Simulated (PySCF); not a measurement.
Dimethyl carbonate, C3H6O3.
Numbering: `[CH3:1][O:2][C:3](=[O:4])[O:5][CH3:6]` (hydrogens: H7, H8, H9 on C1; H10, H11, H12 on C6)

Method used: TDDFT PBE0/def2-SVPD, vertical, gas phase, core orbitals frozen in the response in PySCF 2.14.0, density-fitted response routines. One conformer (not necessarily the lowest) at the PBE0-D3(BJ)/def2-SVP geometry, without solvent, vibrations or thermal averaging. Torsions of this conformer, `[CH3:1][O:2][C:3](=[O:4])[O:5][CH3:6]`: C1–O2–C3–O4 0°, O2–C3–O5–C6 180°.

Broadening: Gaussians 0.4 eV wide at half height, area fixed by f = 4.319×10⁻⁹ ∫ε dν̃. The width is an assumption, not a result. The curve ends short of the highest state used, and states not computed would add to its high-energy end.

(λ (nm), ε (L mol⁻¹ cm⁻¹)): (146.0, 12121), (146.8, 9391), (147.6, 7010), (148.4, 5105), (149.2, 3674), (150.0, 2651), (150.8, 1954), (151.6, 1507), (152.4, 1250), (153.2, 1135), (154.0, 1116), (154.8, 1148), (155.6, 1191), (156.4, 1213), (157.2, 1191), (158.0, 1118), (158.8, 1001), (159.6, 853), (160.4, 692), (161.2, 535), (162.0, 395), (162.8, 278), (163.6, 187), (164.4, 121), (165.2, 75), (166.0, 44), (166.8, 26), (167.6, 14), (168.4, 8), (169.2, 4), (170.0, 3), (170.7, 2), (171.5, 2), (172.3, 1), (173.1, 1), (173.9, 1), (174.7, 1), (175.5, 1), (176.3, 1), (177.1, 1), (177.9, 1), (178.7, 1), (179.5, 1), (180.3, 0), (181.1, 0), (181.9, 0), (182.7, 0), (183.5, 0), (184.3, 0), (185.1, 0), (185.9, 0), (186.7, 0), (187.5, 0), (188.3, 0), (189.1, 0), (189.9, 0)

(1) Where are the band maxima, and which computed states make them?

(2) Coming from long wavelengths, where does ε first pass 100 L mol⁻¹ cm⁻¹?

Results:

(1) 156 nm (7.93 eV), ε about 1200, made up of S2 (95%) (ε in L mol⁻¹ cm⁻¹; maxima over ε = 5, shares over 10%). At its high-energy end, 8.49 eV, the curve is still rising (ε about 12000, from S4 and S5). The states used: S1 7.13 eV (f 0.0000); S2 7.90 eV (f 0.017); S3 8.21 eV (f 0.0001); S4 8.37 eV (f 0.026); S5 8.67 eV (f 0.263); S6 8.75 eV (f 0.012); S7 8.97 eV (f 0.0085); S8 9.01 eV (f 0.031); S9 9.09 eV (f 0.045); S10 9.09 eV (f 0.0012).

(2) At about 165 nm (7.53 eV), 0.40 eV above S1.

The vertical ionisation energy (ΔSCF) is 10.95 eV, 1.86 eV above S10.
